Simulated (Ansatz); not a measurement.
C$_{2}$H$_{5}$O, charge -2, doublet, at the geometry of the source list (a state made from the parent by changing its charge; the spin is typed, not shown lowest) (a gas-phase anion, which may not be bound at this level); HF/cc-pVDZ (Ansatz, an electronic-structure program).

Input for Ansatz:
Ansatz 0.2 input:
```yaml
crystal:
  periodic: [false, false, false]
  atoms:
    - {symbol: C, position_ang: [1.12145800, -0.48206800, 0.00000000]}
    - {symbol: C, position_ang: [-0.04672300, 0.47777600, 0.00000000]}
    - {symbol: O, position_ang: [-1.23680600, -0.30935500, 0.00000000]}
    - {symbol: H, position_ang: [-1.99334600, 0.29984000, 0.00000000]}
    - {symbol: H, position_ang: [-0.00416600, 1.12582200, 0.88693300]}
    - {symbol: H, position_ang: [-0.00416600, 1.12582200, -0.88693300]}
    - {symbol: H, position_ang: [1.08187600, -1.11892000, 0.88588100]}
    - {symbol: H, position_ang: [1.08187600, -1.11892000, -0.88588100]}
basis:
  gaussian:
    orbitals: cc-pVDZ
hamiltonian:
  xc: hf
total_charge: -2
magnetization: {spin_polarized: true, initial_magnetization: 1}
```

It wrote (shortened):

```
Functional definition: HF
607 factors; integrals over basis functions are off by at most 1.4e-3 eV
mean field evaluation 1: about -4157.7016 eV, gradient 3.2e1 eV
mean field evaluation 2: about -4157.8731 eV, gradient 3.1e1 eV
mean field evaluation 4: about -4163.7825 eV, gradient 3.3e0 eV
mean field evaluation 8: about -4164.3360 eV, gradient 6.3e-1 eV
mean field evaluation 16: about -4164.4141 eV, gradient 1.1e-5 eV
mean field evaluation 32: about -4164.2270 eV, gradient 1.8e0 eV
mean field -4164.41405770 eV, -153.0393938793 hartree, gradient 1.2e-5 eV, S^2 0.752543; 2 other end points of the search recorded, 0 dependent functions left out
reference -4164.41405770 eV, -153.0393938793 hartree; 14, 13 occupied and 53, 54 virtual orbitals, 607 factors
Total energy: -4164.41405770 eV, -153.0393938793 hartree
```
